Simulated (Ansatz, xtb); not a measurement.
## Relative energy of two isomers of BHOSi

Structure a: `O=B[SiH]`, a singlet. Structure b: `B1O[Si]1`, a singlet. Both are isolated molecules in the gas phase, relaxed with PBE0-D3(BJ)/pcseg-1; the shapes shown needn't be the lowest conformers.

a (Å):

```xyz
4

B     0.6218    0.5366   -0.1617
O     1.3342    1.2795   -0.7924
Si   -0.5556   -0.6261    1.0206
H    -0.8182   -1.5553   -0.1614
```

b (Å):

```json
{"atom": "B", "x (Å)": "0.2690", "y (Å)": "0.3619", "z (Å)": "0.0497"}
{"atom": "O", "x (Å)": "0.0522", "y (Å)": "0.5098", "z (Å)": "1.3796"}
{"atom": "Si", "x (Å)": "1.4344", "y (Å)": "-0.5927", "z (Å)": "1.2632"}
{"atom": "H", "x (Å)": "-0.3420", "y (Å)": "0.8672", "z (Å)": "-0.8461"}
```

Task: Estimate which is lower in electronic energy at CCSD(T)/def2-TZVPP, and by roughly how much.

Result: The CCSD(T)/def2-TZVPP calculation puts structure b lower, by 0.138 eV.

How the difference moves with the method:

```json
{"level": "GFN2-xTB", "geometry": "GFN2-xTB", "E(b) − E(a) (eV)": "+0.348", "departure from the last row (eV)": "+0.485", "job, with rough time for the two": "optimisation, 0.49 s"}
{"level": "HF/STO-3G", "geometry": "GFN2-xTB", "E(b) − E(a) (eV)": "+0.106", "departure from the last row (eV)": "+0.244", "job, with rough time for the two": "single point, 0.92 s"}
{"level": "r2SCAN-D4/def2-SVP", "geometry": "GFN2-xTB", "E(b) − E(a) (eV)": "−0.282", "departure from the last row (eV)": "−0.144", "job, with rough time for the two": "single point, 4.6 s"}
{"level": "PBE0-D3(BJ)/pcseg-1", "geometry": "PBE0-D3(BJ)/pcseg-1", "E(b) − E(a) (eV)": "−0.028", "departure from the last row (eV)": "+0.110", "job, with rough time for the two": "optimisation, 43 s"}
{"level": "HF/def2-TZVPP", "geometry": "PBE0-D3(BJ)/pcseg-1", "E(b) − E(a) (eV)": "−0.012", "departure from the last row (eV)": "+0.126", "job, with rough time for the two": "part of the CCSD(T) run"}
{"level": "MP2/def2-TZVPP", "geometry": "PBE0-D3(BJ)/pcseg-1", "E(b) − E(a) (eV)": "−0.184", "departure from the last row (eV)": "−0.046", "job, with rough time for the two": "part of the CCSD(T) run"}
{"level": "CCSD(T)/def2-TZVPP", "geometry": "PBE0-D3(BJ)/pcseg-1", "E(b) − E(a) (eV)": "−0.138", "departure from the last row (eV)": "", "job, with rough time for the two": "single point, 25 s"}
```

As drawn, b has 1 B–O, 1 O–Si, 1 B–H in place of 1 B=O, 1 Si–H. Structure a has no ring, b a 3-membered ring.

GFN2-xTB, HF/STO-3G put the two in the other order. HF/def2-TZVPP finds them nearly level. The largest departure from CCSD(T)/def2-TZVPP is that of GFN2-xTB, 0.485 eV.

With harmonic frequencies from PBE0-D3(BJ)/pcseg-1 (ideal gas, rigid rotor, one conformer each, 298.15 K, 1 atm): on the last row, ΔE + ΔZPE = −0.067, ΔH = −0.090, ΔG = −0.051 eV.

The T1 diagnostic of structure a is large, so the coupled-cluster value is less sure. The correlated steps freeze 7 core orbitals. Programs: Ansatz 0.2.0, xtb 6.7.1; the last row on 1 thread of AMD EPYC (Zen 3) on a shared host.
